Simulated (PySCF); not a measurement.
# Isomers of C2H4Cl2: computed energies against enthalpies of formation

**Measured values to compare with.**

From Active Thermochemical Tables 1.112, for the gas at 0 K: enthalpy of formation of `ClCCCl` (1,2-dichloroethane) -118.15 ± 0.59 kJ/mol; enthalpy of formation of `CC(Cl)Cl` -114.7 ± 1.1 kJ/mol.

The runs below try to reproduce these values; the comparison stands at the end.

Differences of these values give the isomerisation enthalpies. Geometries: PBE0-D3(BJ)/def2-TZVP; runs in PySCF, gas phase, with a dispersion term only where the level names one. Total electronic energies (Eh):

```tsv
SMILES	PBE0-D3(BJ)/def2-TZVP	B97-2/pcSseg-2	KT3/pcSseg-2	PBE0/pcSseg-2	CAM-B3LYP/aug-cc-pVTZ	PBE0/aug-cc-pVTZ
ClCCCl	-998.68706	-999.14248	-1006.54361	-998.70064	-999.07530	-998.69618
CC(Cl)Cl	-998.68626	-999.14068	-1006.54242	-998.69926	-999.07359	-998.69486
```

Geometry of `ClCCCl` (Å):
```
atom  x, y, z in Å
Cl1   -1.510    1.213    0.924
C2    -0.692   -0.198    0.206
C3     0.699    0.197   -0.215
Cl4    1.517   -1.213   -0.932
H5    -1.286   -0.525   -0.645
H6    -0.670   -0.984    0.958
H7     0.677    0.984   -0.967
H8     1.292    0.526    0.636
```

Geometry of `CC(Cl)Cl` (Å):
```
atom  x, y, z in Å
C1    -0.8194    0.0083    0.0131
C2     0.6815    0.0027    0.1072
Cl3    1.3760    1.3718   -0.7882
Cl4    1.3469   -1.5315   -0.4938
H5    -1.2079    0.9453    0.4156
H6    -1.2253   -0.8253    0.5884
H7    -1.1343   -0.0900   -1.0259
H8     1.0349    0.1032    1.1302
```

Zero-point and thermal terms are left out, so the computed numbers are electronic energies.

**Comparison with experiment**

Relative to `ClCCCl`, the lowest by measurement, in kJ/mol (measured: enthalpies at 0 K; computed: electronic energies):

```tsv
SMILES	measured	PBE0-D3(BJ)/def2-TZVP	B97-2/pcSseg-2	KT3/pcSseg-2	PBE0/pcSseg-2	CAM-B3LYP/aug-cc-pVTZ	PBE0/aug-cc-pVTZ
ClCCCl	0.0	0.0	0.0	0.0	0.0	0.0	0.0
CC(Cl)Cl	3.5	2.1	4.7	3.1	3.6	4.5	3.5
```

Measured values: -118.15 kJ/mol (0 K; Active Thermochemical Tables 1.112) for the first row; the others come from the same table. Unsigned miss: PBE0/aug-cc-pVTZ 0.0, PBE0/pcSseg-2 0.1, KT3/pcSseg-2 0.4, CAM-B3LYP/aug-cc-pVTZ 1.0, B97-2/pcSseg-2 1.2, PBE0-D3(BJ)/def2-TZVP 1.4 kJ/mol. One conformer stands for `ClCCCl`, not necessarily the lowest, while the measurement averages over conformers. Where a level misses, the cause wasn't examined.
